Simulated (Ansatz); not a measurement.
## How the smallest direct gap on the k points sampled of anatase TiO2 (metastable phase) moves with the method

No measured value is used here.

```json
[
 {"level (code)": "LDA (Ansatz)", "value (eV)": "(withheld)", "cell (Å³/atom)": "11.35"},
 {"level (code)": "PBE (Ansatz)", "value (eV)": "2.46", "cell (Å³/atom)": "11.35"},
 {"level (code)": "PBE-D4 (Ansatz)", "value (eV)": "2.46", "cell (Å³/atom)": "11.45"},
 {"level (code)": "rVV10 (Ansatz)", "value (eV)": "(withheld)", "cell (Å³/atom)": "11.74"},
 {"level (code)": "r²SCAN-D4 (Ansatz)", "value (eV)": "2.88", "cell (Å³/atom)": "11.32"},
 {"level (code)": "B3LYP (VWN-RPA form) (Ansatz)", "value (eV)": "4.23", "cell (Å³/atom)": "11.35"},
 {"level (code)": "Hartree–Fock (Ansatz)", "value (eV)": "13.19", "cell (Å³/atom)": "11.35"}
]
```

Q: Some entries are withheld; supply them.

A: 
- LDA (Ansatz, a program for electronic structure), value (eV): 2.36
- rVV10 (Ansatz), value (eV): 2.38

At these levels the smallest gap is indirect and lower: LDA 2.01, PBE 2.12, PBE-D4 2.13, rVV10 2.04, r²SCAN-D4 2.53, B3LYP (VWN-RPA form) 3.87, Hartree–Fock 12.74 eV. Computed values are for a static lattice.  Values are at the measured cell; PBE-D4 at the level's own equilibrium cell; rVV10 at the level's own relaxed cell; r²SCAN-D4 at the level's own relaxed cell. Cutoffs and k meshes differ between the levels. Ansatz's density-functional and Hartree–Fock values are scalar-relativistic unless marked +SOC, with PAW data made under PBE.
